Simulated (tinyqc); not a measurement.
Inside a calculation. Method: Hueckel theory of the pi electrons, for the molecule C=C (SMILES; centres numbered as the heavy atoms are written). One step of it, computed by the program tinyqc.

Task: Energy, charges, bond orders. E = sum n x; q_r = z_r - P_rr; bond order p = P_rs; free valence = sqrt(3) - sum of p over the bonds of the atom.

x values: [1.000000, -1.000000]

occupations: [2.000000, 0.000000]

charge and bond-order matrix P, order 1C, 2C:
```
[[1.000000, 1.000000],
 [1.000000, 1.000000]]
```

Centres:
```
centre  z_r, pi electrons of the neutral centre         h
1C                                            1  0.000000
2C                                            1  0.000000
```

Bonds:
```
i  j  k
1  2  1
```

Give: pi energy = 2 alpha + this times beta; pi charges; Bond orders and lengths from R = 1.517 - 0.180 p; free valence of the carbons; gap between the highest filled and the next level.

Result:

pi energy = 2 alpha + this times beta = 2.0000

pi charges: [0.0000, 0.0000]

Bond orders and lengths from R = 1.517 - 0.180 p (angstrom, C-C alone):
```
bond       p       R
1-2   1.0000  1.3370
```

free valence of the carbons: [0.7321, 0.7321]

gap between the highest filled and the next level = 2.0000 |beta|
